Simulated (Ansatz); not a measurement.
# SiPH+ (doublet): from Hartree-Fock to the top rungs, def2-TZVPP

One table from this session's results is given with a row withheld; the runs are named, their logs left out.

Computed with Ansatz 0.2.0, Gaussian basis. Level: def2-TZVPP, core rule «outside noble gas», up to 10 orbitals frozen.

To be run: UHF; ROHF; CCSD(T) on UHF.

2 further runs of the same task are left out: 2 set aside as unsound or not needed.

## The geometry

The geometry is a PBE0/def2-TZVP stationary point (not a proven minimum) of the parent state, kept for this charge and spin.

3 atoms, charge 1, spin multiplicity 2.

Atoms are counted from 1 here; the program's logs count them from 0.

Bond lengths: Si1–P2 1.944 Å, Si1–H3 1.483 Å. Angles: P2–Si1–H3 180.0°.

As a file:

```xyz
3

Si    0.0000    0.0000    0.1538
P     0.0000    0.0000   -1.7906
H     0.0000    0.0000    1.6368
```

The first run:

Input file in.yaml:

```yaml
crystal:
  periodic: [false, false, false]
  atoms:
    - {symbol: Si, position_ang: [0.000000, 0.000000, 0.153800]}
    - {symbol: P, position_ang: [0.000000, 0.000000, -1.790600]}
    - {symbol: H, position_ang: [0.000000, 0.000000, 1.636800]}
basis:
  gaussian: {orbitals: def2-TZVPP}
total_charge: 1
magnetization: {spin_polarized: true, initial_magnetization: 1}
hamiltonian: {xc: hf}
output: {orbitals: {seedname: orbitals}}
```

On the command line:

```sh
$ ansatz run in.yaml --threads 1 --pin off --events-out ev --progress --plain --max-ram 4096MiB --backend cpu
```

Among the steps run: UHF; ROHF; CCSD(T) on UHF.

One table of the session follows, with a row left open; its other results are not shown here.

```
  method  from UCCSD(T) (meV)
    ROHF              +6850.9
     UHF                    ?
    UMP2              +1352.2
   UCCSD               +369.8
UCCSD(T)                    0
```

Estimate the missing values for UHF.

As computed: from UCCSD(T) (meV): +6735.6. In the column «from UCCSD(T) (meV)» it lies between UMP2 (+1352.2) and ROHF (+6850.9).
